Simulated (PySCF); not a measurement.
## SH⁻ at PBE0

Level: PBE0. H aug-cc-pVDZ, S aug-cc-pV(D+d)Z; no relativity (PySCF 2.14).

| Quantity | Value |
| --- | --- |
| state | ¹Σ⁺ (singlet), closed shell |
| bond length | 1.354 Å |
| harmonic wavenumber | 2671 cm⁻¹ |
| force constant | 4.11 mdyn/Å |
| rotational constant Be | 9.417 cm⁻¹ |
| anharmonicity ωexe | 47.5 cm⁻¹ |
| vibration–rotation constant αe | 0.272 cm⁻¹ |
| well depth De to H + S⁻ | 3.91 eV |
| dissociation energy D0 | 3.74 eV |
| HOMO–LUMO gap | 3.87 eV |
| bond order (Mayer) | 1.12 |
| dipole moment (positive dipole points towards S; it is taken about the centre of mass and depends on that origin) | -0.42 D |

For an ion De counts to the pair picked by the measured ionisation energies or electron affinities, which need not be the lowest pair at this level.
